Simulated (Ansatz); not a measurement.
# CHBSi (singlet): trial inputs and their diagnosis

4 inputs are run for CHBSi (singlet) as typed; the log has to tell whether the result can be used and what must change.

Program: Ansatz 0.2.0, Gaussian basis. Level of theory: the settings change from run to run. These are calculated values, not measurements.

13 further runs of the same task are left out: 4 that didn't finish, 9 set aside as unsound or not needed. Runs told in other sessions of the task aren't counted.

**1. The geometry**

The geometry is a PBE0/def2-TZVP stationary point (not a proven minimum).

4 atoms, charge 0, spin multiplicity 1.

Atoms are counted from 1 here; the program's logs count them from 0.

Bond lengths: B1–C2 1.363 Å, B1–H4 1.175 Å, C2–Si3 1.675 Å. Angles: C2–B1–H4 180.0°, B1–C2–Si3 180.0°.

**2. Attempt 1**

Input file in.yaml:

```yaml
crystal:
  periodic: [false, false, false]
  atoms:
    - {symbol: B, position_ang: [0.000000, 0.000000, 0.806500]}
    - {symbol: C, position_ang: [0.000000, 0.000000, -0.556100]}
    - {symbol: Si, position_ang: [0.000000, 0.000000, -2.231400]}
    - {symbol: H, position_ang: [0.000000, 0.000000, 1.981000]}
basis:
  gaussian: {orbitals: 6-31G}
correlation: {active_space: {ras: {orbitals: [6, 0, 20], electrons: 13, max_holes: 2, max_particles: 2}, fixed_orbitals: true}}
```

Command:

```bash
ansatz run in.yaml --threads 1 --pin off --events-out ev --progress --plain --max-ram 2393MiB
```

The log of the run:

```text
Functional definition: HF
  name "HF"
  cite "Fock, Z. Phys. 61, 126 (1930) doi:10.1007/BF01340294"
  parent pbe
  exchange = exact_x
  correlation = 0
425 factors; integrals over basis functions are off by at most 2.1e-4 eV
mean field evaluation 1: about -9572.7956 eV, gradient 3.2e1 eV
mean field evaluation 2: about -9572.8000 eV, gradient 3.2e1 eV
mean field evaluation 4: about -9575.7362 eV, gradient 2.9e0 eV
mean field evaluation 8: about -9575.7758 eV, gradient 1.4e-4 eV
mean field -9575.77576370 eV, -351.9032686219 hartree, gradient 2.5e-6 eV, S^2 0.000000; 0 other end points of the search recorded, 0 dependent functions left out
reference -9575.77576370 eV, -351.9032686219 hartree; 13, 13 occupied and 20, 20 virtual orbitals, 425 factors
Error: 13 electrons in 26 orbitals form no window around the highest filled level of the reference
```

Wall time 0.18 s (1 thread of Intel Xeon 6975P-C, shared host).

What is wrong: The run stopped with an error. The electron count of the restricted space is wrong. To mend it, count the correlated electrons again.

**3. Attempt 2**

Input file in.yaml:

```yaml
crystal:
  periodic: [false, false, false]
  atoms:
    - {symbol: B, position_ang: [0.000000, 0.000000, 0.806500]}
    - {symbol: C, position_ang: [0.000000, 0.000000, -0.556100]}
    - {symbol: Si, position_ang: [0.000000, 0.000000, -2.231400]}
    - {symbol: H, position_ang: [0.000000, 0.000000, 1.981000]}
basis:
  gaussian: {orbitals: cc-pVDZ}
magnetization: {spin_polarized: false}
correlation: {method: ccsd_t, frozen_orbitals: {B: 0}}
accuracy: high
```

The command is unchanged.

The log of the run:

```text
Functional definition: HF
  name "HF"
  cite "Fock, Z. Phys. 61, 126 (1930) doi:10.1007/BF01340294"
  parent pbe
  exchange = exact_x
  correlation = 0
Error: "frozen_orbitals" has no count for C
```

Wall time 0.03 s (1 thread of Intel Xeon 6975P-C, shared host).

What is wrong: The run was refused. The frozen-orbital counts are incomplete or too large. Cure: leave frozen_orbitals out, or give each element a count that its core has.

**4. Attempt 3**

Input file in.yaml:

```yaml
crystal:
  periodic: [false, false, false]
  atoms:
    - {symbol: B, position_ang: [0.000000, 0.000000, 0.806500]}
    - {symbol: C, position_ang: [0.000000, 0.000000, -0.556100]}
    - {symbol: Si, position_ang: [0.000000, 0.000000, -2.231400]}
    - {symbol: H, position_ang: [0.000000, 0.000000, 1.981000]}
basis:
  gaussian: {orbitals: cc-pVDZ}
correlation: {method: fic_mrcisd_q, electrons: outside_noble_gas, active_space: {window: {electrons: 2, orbitals: 2}, states: [{multiplicity: 1, irrep: Sigma, weights: [1]}]}}
scf: {lower_state_search: off}
```

The command is unchanged.

The log of the run:

```text
Functional definition: HF
  name "HF"
  cite "Fock, Z. Phys. 61, 126 (1930) doi:10.1007/BF01340294"
  parent pbe
  exchange = exact_x
  correlation = 0
these checks for a lower state are left out or cut short: stability, starts, cluster_reference, orbital_swaps, neighbouring_geometries, increment
919 factors; integrals over basis functions are off by at most 2.3e-7 eV
mean field evaluation 1: about -9573.9294 eV, gradient 3.5e1 eV
mean field evaluation 2: about -9573.9341 eV, gradient 3.5e1 eV
mean field evaluation 4: about -9577.3973 eV, gradient 3.1e0 eV
mean field evaluation 8: about -9577.4424 eV, gradient 2.2e-4 eV
mean field -9577.44236977 eV, -351.9645152655 hartree, gradient 1.3e-6 eV, S^2 0.000000; 0 other end points of the search recorded, 0 dependent functions left out
reference -9577.44236977 eV, -351.9645152655 hartree; 13, 13 occupied and 38, 38 virtual orbitals, 919 factors
Error: the irrep Sigma is not accepted for these orbitals, which take A1, B1, B2, A2, or 1 to 4
```

It took 0.39 s on 1 thread of Intel Xeon 6975P-C, shared host.

Diagnosis: The run stopped with an error. The symmetry label isn't among those of the (sub)group in which the program labels its orbitals. Cure: name an irrep that the log lists.

**5. Attempt 4**

Input file in.yaml:

```yaml
crystal:
  periodic: [false, false, false]
  atoms:
    - {symbol: B, position_ang: [0.000000, 0.000000, 0.426800]}
    - {symbol: C, position_ang: [0.000000, 0.000000, -0.294288]}
    - {symbol: Si, position_ang: [0.000000, 0.000000, -1.180857]}
    - {symbol: H, position_ang: [0.000000, 0.000000, 1.048345]}
basis:
  gaussian: {orbitals: cc-pVDZ}
magnetization: {spin_polarized: true, initial_magnetization: 0}
correlation: {method: ccsd, electrons: outside_noble_gas, diis_vectors: 4}
output: {forces: true}
```

Launched as before.

The log of the run:

```text
Functional definition: HF
  name "HF"
  cite "Fock, Z. Phys. 61, 126 (1930) doi:10.1007/BF01340294"
  parent pbe
  exchange = exact_x
  correlation = 0
493 factors; integrals over basis functions are off by at most 4.9e-4 eV
mean field evaluation 1: about -9457.1016 eV, gradient 5.0e1 eV
mean field evaluation 2: about -9457.3293 eV, gradient 5.0e1 eV
mean field evaluation 4: about -9467.1100 eV, gradient 2.6e0 eV
mean field evaluation 8: about -9467.1870 eV, gradient 1.5e-1 eV
mean field evaluation 16: about -9467.3436 eV, gradient 1.1e0 eV
mean field evaluation 32: about -9467.8617 eV, gradient 1.7e0 eV
mean field evaluation 64: about -9467.1873 eV, gradient 1.1e-3 eV
mean field evaluation 96: about -9467.2827 eV, gradient 4.1e-4 eV
mean field evaluation 128: about -9468.4784 eV, gradient 1.0e-6 eV
mean field evaluation 160: about -9466.1898 eV, gradient 8.9e-1 eV
mean field evaluation 192: about -9467.1873 eV, gradient 7.5e-2 eV
mean field evaluation 224: about -9462.0382 eV, gradient 1.3e1 eV
mean field evaluation 256: about -9467.1871 eV, gradient 7.2e-2 eV
mean field evaluation 288: about -9468.4784 eV, gradient 1.6e-3 eV
mean field evaluation 320: about -9467.2821 eV, gradient 7.0e-2 eV
mean field evaluation 352: about -9468.4720 eV, gradient 3.3e-1 eV
mean field evaluation 384: about -9467.1868 eV, gradient 1.0e-1 eV
mean field evaluation 416: about -9466.0988 eV, gradient 4.2e-1 eV
mean field evaluation 448: about -9467.2817 eV, gradient 2.1e-1 eV
mean field evaluation 480: about -9464.3554 eV, gradient 3.6e-1 eV
mean field evaluation 512: about -9468.4784 eV, gradient 3.0e-2 eV
mean field evaluation 544: about -9457.8017 eV, gradient 1.0e1 eV
mean field evaluation 576: about -9468.4707 eV, gradient 4.2e-1 eV
mean field evaluation 608: about -9466.1309 eV, gradient 4.9e-3 eV
mean field evaluation 640: about -9468.4749 eV, gradient 3.5e-1 eV
mean field evaluation 672: about -9466.9676 eV, gradient 4.8e0 eV
mean field evaluation 704: about -9466.1307 eV, gradient 5.5e-2 eV
mean field evaluation 736: about -9468.4784 eV, gradient 2.8e-4 eV
mean field evaluation 768: about -9467.2827 eV, gradient 5.4e-4 eV
mean field evaluation 800: about -9464.6426 eV, gradient 3.6e0 eV
mean field -9468.47842306 eV, -347.9601640822 hartree, gradient 3.1e-6 eV, S^2 1.053119; 19 other end points of the search recorded, 0 dependent functions left out
determinant -9468.47842306 eV, -347.9601640822 hartree, with singles and doubles -9475.08610426 eV, -348.2029918875 hartree
determinant -9467.28268877 eV, -347.9162216575 hartree, with singles and doubles -9474.29425628 eV, -348.1738920111 hartree
determinant -9467.18731024 eV, -347.9127165615 hartree, with singles and doubles -9474.43122860 eV, -348.1789256508 hartree
determinant -9466.13088530 eV, -347.8738936607 hartree, with singles and doubles -9473.50922039 eV, -348.1450424741 hartree
7 core orbitals not correlated: weight in the atoms' cores, before any rotation towards them, 0.998 or more for the frozen orbitals, at most 0.001 for the correlated occupied ones
reference -9468.47842306 eV, -347.9601640822 hartree; 6, 6 occupied and 38, 38 virtual orbitals, 493 factors
second order -5.64857073 eV of doubles, -0.00000000 eV of singles
cycle   1  -6.60767241 eV  change    8.8e-6 eV  update   2.4e-3
cycle   2  -6.60890845 eV  change   -1.2e-3 eV  update   2.1e-3
cycle   3  -6.60942253 eV  change   -5.1e-4 eV  update   1.0e-3
cycle   4  -6.60993090 eV  change   -5.1e-4 eV  update   4.8e-4
cycle   5  -6.61054861 eV  change   -6.2e-4 eV  update   1.4e-4
cycle   6  -6.61065739 eV  change   -1.1e-4 eV  update   5.2e-5
cycle   7  -6.61064382 eV  change    1.4e-5 eV  update   2.8e-5
cycle   8  -6.61058896 eV  change    5.5e-5 eV  update   1.3e-5
cycle   9  -6.61058149 eV  change    7.5e-6 eV  update   3.6e-6
cycle  10  -6.61058244 eV  change   -9.5e-7 eV  update   2.0e-6
cycle  11  -6.61058340 eV  change   -9.6e-7 eV  update   1.4e-6
cycle  12  -6.61058367 eV  change   -2.7e-7 eV  update   1.1e-6
cycle  13  -6.61058243 eV  change    1.2e-6 eV  update   6.9e-7
cycle  14  -6.61058165 eV  change    7.8e-7 eV  update   2.9e-7
WARN: the results are in doubt because among natural orbitals full CI differs from the method by +0.235 eV
the calculation of the forces begins
Total energy: -9475.08900471 eV, -348.2030984770 hartree
Atom 0 at     0.000000     0.000000     0.426800 Å, force     0.000000     0.000000   152.625669 eV/Å
Atom 1 at     0.000000     0.000000    -0.294288 Å, force    -0.000000     0.000000    -6.188748 eV/Å
Atom 2 at     0.000000     0.000000    -1.180857 Å, force     0.000000    -0.000000  -220.324506 eV/Å
Atom 3 at     0.000000     0.000000     1.048345 Å, force     0.000000     0.000000    73.887586 eV/Å
Dipole moment:     0.000000     0.000000     0.543719 e Å
In doubt: among natural orbitals full CI differs from the method by +0.235 eV
```

It took 7 s on 1 thread of Intel Xeon 6975P-C, shared host.

Diagnosis: The run converged, which proves nothing about the input. The coordinates are scaled by the bohr-ångström factor. The shortest distance is 0.62 Å, against 1.17 Å in the geometry of step 1. Its energy belongs to another geometry. Fix: restore the coordinates in ångström.

**6. How the runs ended**

```
attempt                   level                ended                                                                                            cause    time
      1              CISD/6-31G  stopped by an error                                              the electron count of the restricted space is wrong  0.18 s
      2  CCSD(T) on RHF/cc-pVDZ              refused                                            the frozen-orbital counts are incomplete or too large  0.03 s
      3   MRCISD+Q(2,2)/cc-pVDZ  stopped by an error  the symmetry label isn't among those of the (sub)group in which the program labels its orbitals  0.39 s
      4     CCSD on UHF/cc-pVDZ            converged                                           the coordinates are scaled by the bohr-ångström factor     7 s
```

2 stopped by an error, 1 refused, 1 converged. The input that converges on a wrong geometry or spin is the dangerous one: no error points at it, so geometry and ⟨S²⟩ have to be checked.
